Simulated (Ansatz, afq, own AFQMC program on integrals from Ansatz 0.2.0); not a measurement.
# Atomization energy of CH2N, doublet

```tsv
atom	x (Å)	y (Å)	z (Å)
N	0.0000	0.0000	0.5108
C	0.0000	0.0000	-0.7748
H	0.0000	0.8569	1.0670
H	0.0000	-0.8569	1.0670
```

Connectivity, by distances: NH2–C.

Atoms in their ground-state spins without spin–orbit coupling (mostly on UHF) minus the molecule (UHF), without zero-point energy. The geometry is a stationary point, not shown to be a minimum.

Basis cc-pVDZ. Only valence electrons are correlated. Ansatz 0.2.0 and our own AFQMC program on the same integrals; the CISD trial comes from CCSD amplitudes, and released means the phaseless constraint is let go. Uncertainties: one standard error, sampling alone. The errors of all members are added in quadrature.

No full CI on the walks' own integrals is used here; CCSDT(Q) serves as the reference and is uncertain by about the last step of the cluster series. Each member takes its own surest rung, up to full CI.

The best estimate is CCSD(T) at the basis-set limit (CBS: def2-TZVPP and def2-QZVPP, with their diffuse functions for anions and beside diffuse sets, CCSD(T) itself extrapolated) plus the step from CCSD(T) to CCSDT(Q) in cc-pVDZ. Rows without CBS are in cc-pVDZ, the functionals in def2-TZVP; B2PLYP and the wave-function rows carry a basis error of their own. Core correlation and relativity beyond core potentials are missing, and ± holds the sampling alone.

```tsv
level	atomization energy (eV)
PBE0	13.751
r2SCAN	13.646
B3LYP	13.796
```

(1) From these cheaper values, estimate the atomization energy at the level of the best estimate.

(1) 13.574 eV (best estimate, highest rung CCSDT(Q)).

```csv
level,atomization energy (eV),error against the best estimate (eV)
HF,8.568,-5.005
MP2,12.245,-1.329
CCSD,11.951,-1.623
CCSD(T),12.141,-1.433
CCSDT,12.150,-1.424
CCSDT(Q),12.166,-1.408
ph-AFQMC/CISD,12.158 ± 0.005,-1.416 ± 0.005
released AFQMC,12.170 ± 0.006,-1.404 ± 0.006
HF/CBS,8.913,-4.661
MP2/CBS,13.676,0.102
CCSD(T)/CBS,13.550,-0.024
PBE,14.262,0.688
wB97M-V,13.738,0.164
B2PLYP,13.513,-0.061
```

Correlation beyond CCSD(T) adds 0.024 eV. Going to the basis-set limit adds 1.409 eV at CCSD(T). The perturbative (T) step is worth +0.190 eV. The functionals spread over 0.749 eV; B2PLYP and r2SCAN come nearest and PBE is 0.688 eV too high.

Best estimates are given only where the step beyond CCSD(T) is under 0.3 eV and no member's determinant is very poor (T1 over 0.05, or 0.07 for open shells, ⟨S²⟩ too high by 0.3, two states mixed), so the hardest cases are missing from such tables.

The functionals ran in a triple-zeta set and keep a basis error of their own, a few kJ/mol for each bond in atomization energies and more for double hybrids, so close places among them and the extrapolated levels can swap.

CCSDT and higher add their correlation energy to the determinant of the CCSD(T) run, since their own runs factorise the integrals more tightly (a shift of under 2 meV). Each member of a difference takes its own highest rung, so a best estimate needn't equal the limit plus the step of one row. A walk keeps the symmetry of its determinant, which the program's search chose and which needn't be the lowest solution, so a lower state of the same spin and another symmetry isn't excluded. Released energies are given only where the last usable release times agree within the noise; a slower fall can still hide under it.
